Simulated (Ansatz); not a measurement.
Chalcopyrite CuGaSe2 was calculated with r²SCAN+rVV10 in Ansatz (plane waves, PAW).

Numerical settings: plane-wave cutoff 560 eV, 8×8×8 k mesh, Fermi–Dirac smearing 0.01 eV, no spin polarisation, scalar-relativistic PAW data made under PBE.

Properties against volume (c/a stays at 1.980):

Shape and atoms are relaxed at each volume.

```json
[
 {"V (Å³/atom)": "20.661", "P (GPa)": "3.29", "direct gap at Γ (eV)": "0.794"},
 {"V (Å³/atom)": "21.091", "P (GPa)": "1.55", "direct gap at Γ (eV)": "0.694"},
 {"V (Å³/atom)": "21.522", "P (GPa)": "0.00", "direct gap at Γ (eV)": "0.599"},
 {"V (Å³/atom)": "21.952", "P (GPa)": "-1.38", "direct gap at Γ (eV)": "0.509"},
 {"V (Å³/atom)": "22.383", "P (GPa)": "-2.61", "direct gap at Γ (eV)": "0.424"}
]
```

A straight line through the gaps at Γ against ln V gives a volume deformation potential dE_g(Γ)/d ln V of -4.6 eV: the gap at Γ widens under compression.

Measured, for comparison: band gap 1.67 eV (temperature not stated, no zero-point or thermal correction, direct or pseudo-direct at Γ; as tabulated in Ghosh et al. (2024), arXiv:2401.16805).

Note: the bulk modulus comes from volumes at which shape and atoms were relaxed.

Spin–orbit coupling is not included.

Ansatz is a program for electronic structure.
